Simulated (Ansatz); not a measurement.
C3H5O, doublet: CASSCF and its corrections

Program: Ansatz, Gaussian basis, development build. Basis cc-pVTZ, nonrelativistic, no frozen core. State-specific CASSCF; RHF is the lowest restricted (open-shell) Hartree–Fock solution met. No symmetry is imposed, so a solution can break that of the shape. The lowest solution met needn't be the lowest there is, nor hold the orbitals that a chemist would pick.

Geometry:

```tsv
atom	x (Å)	y (Å)	z (Å)
O	0.0000	-1.7111	-0.4953
C	0.0000	-0.3450	-0.5676
C	0.0000	0.4075	0.5954
C	0.0000	1.7891	0.6468
H	0.0000	-2.0758	-1.3915
H	0.0000	0.1054	-1.5578
H	0.0000	-0.1571	1.5274
H	0.0000	2.3920	-0.2575
H	0.0000	2.3152	1.5945
```

Problem. What do CASSCF and its corrections give against RHF in CAS(5,4), and what are the occupations?

Solution. CASSCF -1.036 eV, SC-NEVPT2 -21.436 eV; occupations 2.00, 1.91, 1.00, 0.09.

Problem. Roughly how much CPU time does a whole run from the default start take (median of such runs, summed over threads; nearly all runs on one pinned thread of a shared server, mostly Xeon at 2.3 to 2.6 GHz, by a development driver)?

Solution. CAS(5,4): about 33 s. Other jobs ran beside these, and the count of passes differs.
